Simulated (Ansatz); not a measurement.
**H₂S₃: ionisation energy by level of theory**

The task here is to estimate one member of a computed series from the others.

Computed with Ansatz 0.2.0, Gaussian basis. Level: unrestricted cation, the program's frozen cores in correlated methods.

The runs, in order: UKS PBE-D4/def2-TZVPP; UKS r2SCAN-D4/def2-TZVPP; UKS PBE0-D4/def2-TZVPP; UKS B3LYP-D4/def2-TZVPP; UKS wB97X-V/def2-TZVPP; UKS wB97M-V/def2-TZVPP; UKS B2PLYP/def2-TZVPP; UHF-CCSD(T)/def2-TZVPP; UHF-MP2/def2-QZVPP; extrapolation to the limit; then −ε(HOMO) from the neutral's earlier runs with LDA (SPW92), PBE-D4, revPBE-D4, BLYP-D4, r2SCAN-D4, B97M-V, PBE0-D4, B3LYP-D4, r2SCANh-D4, r2SCAN0-D4, HSE06-D4, BHLYP-D4, CAM-B3LYP-D4, LC-ωPBE, ωB97X-V, ωB97M-V.

### The geometry

The geometry comes from an earlier relaxation with PBE0-D4 in a triple-zeta def2 set; it is a stationary point.

5 atoms, charge 0, spin multiplicity 1.

Atoms are counted from 1 here; the program's logs count them from 0.

Bond lengths: S1–S2 2.045 Å, S1–H4 1.348 Å, S2–S3 2.045 Å, S3–H5 1.348 Å. Angles: S2–S1–H4 98.3°, S1–S2–S3 107.8°, S2–S3–H5 98.3°.

Set-up of the first run:

Contents of in.yaml:

```yaml
crystal:
  periodic: [false, false, false]
  atoms:
    - {symbol: S, position_ang: [-1.569736, -0.757232, 0.062424]}
    - {symbol: S, position_ang: [-0.374141, 0.754028, 0.747860]}
    - {symbol: S, position_ang: [1.543913, 0.048415, 0.827139]}
    - {symbol: H, position_ang: [-1.475770, -0.497348, -1.256497]}
    - {symbol: H, position_ang: [1.925533, 0.378436, -0.422428]}
basis:
  gaussian: {orbitals: def2-TZVPP}
total_charge: 1
magnetization: {spin_polarized: true, initial_magnetization: 1}
hamiltonian: {xc: pbe, dispersion: d4}
```

Started as:

```sh
> ansatz run in.yaml --threads 2 --pin off --events-out ev --progress --plain --max-ram 4352MiB
```

Steps of the session up to this table: Cation, UKS PBE-D4/def2-TZVPP; Cation, UKS r2SCAN-D4/def2-TZVPP; Cation, UKS PBE0-D4/def2-TZVPP; Cation, UKS B3LYP-D4/def2-TZVPP; Cation, UKS wB97X-V/def2-TZVPP; Cation, UKS wB97M-V/def2-TZVPP; Cation, UKS B2PLYP (frozen core)/def2-TZVPP; Cation, UHF-CCSD(T)/def2-TZVPP; Cation, UHF-MP2/def2-QZVPP.

One table of the session follows, with a row left open; its other results are not shown here.

For comparison, −ε(HOMO) of the neutral from earlier runs:

```
  functional  −ε(HOMO) (eV)
 LDA (SPW92)           6.34
      PBE-D4           6.25
   revPBE-D4           6.21
     BLYP-D4           6.08
   r2SCAN-D4           6.51
      B97M-V           6.59
     PBE0-D4              ?
    B3LYP-D4           7.21
  r2SCANh-D4           6.96
  r2SCAN0-D4           7.63
    HSE06-D4           7.06
    BHLYP-D4           8.52
CAM-B3LYP-D4           8.74
     LC-ωPBE          10.12
     ωB97X-V           9.76
     ωB97M-V           9.57
```

Estimate the missing values for PBE0-D4.

As computed: −ε(HOMO) (eV): 7.46. In the column «−ε(HOMO) (eV)» it lies between B3LYP-D4 (7.21) and r2SCAN0-D4 (7.63).
